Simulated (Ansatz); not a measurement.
Worked example: correlation energy of C2H6S, singlet

Geometry: MP2(full)/6-31G*, from the G2/97 set.

```xyz
9

C     0.0000    1.3667   -0.5855
S     0.0000    0.0000    0.5925
C     0.0000   -1.3667   -0.5855
H     0.0000    2.2967   -0.0145
H     0.8916    1.3457   -1.2164
H    -0.8916    1.3457   -1.2164
H     0.0000   -2.2967   -0.0145
H    -0.8916   -1.3457   -1.2164
H     0.8916   -1.3457   -1.2164
```

Basis cc-pV(D+d)Z; Ansatz 0.2.0. Only valence electrons are correlated (noble-gas cores frozen), which leaves 20 electrons in 74 orbitals. Prefix R: restricted or restricted open-shell reference.

Full CI isn't at hand for all of this; RCCSDT(Q) serves as the reference, and is uncertain by about the last step of the cluster series.

Runs differ by some tens of microhartree through their thresholds, so steps under 0.03 kcal/mol mean nothing.

```
    level  total energy (hartree)
      RHF             -476.762745
     RMP2             -477.193997
    RCCSD             -477.241921
 RCCSD(T)             -477.255636
   RCCSDT             -477.256549
RCCSDT(Q)             -477.257427
```

**Question.** What is the correlation energy at RCCSDT(Q), and what share of it do RMP2 and RCCSD recover?

**Answer.** E(corr) = -477.257427 − (-476.762745) = -0.494682 hartree = -13.461 eV. RMP2: -0.431252 / -0.494682 = 87.18 %. RCCSD: -0.479176 / -0.494682 = 96.87 %.

**Question.** By how many kcal/mol does RCCSD(T) miss RCCSDT(Q) (1 hartree = 627.509 kcal/mol), and which steps make up the rest?

**Answer.** -477.255636 − (-477.257427) = 0.001791 hartree = 1.12 kcal/mol. Steps: RCCSDT − RCCSD(T) = -0.57, RCCSDT(Q) − RCCSDT = -0.55 kcal/mol. Differences between like states or geometries often cancel part of this.
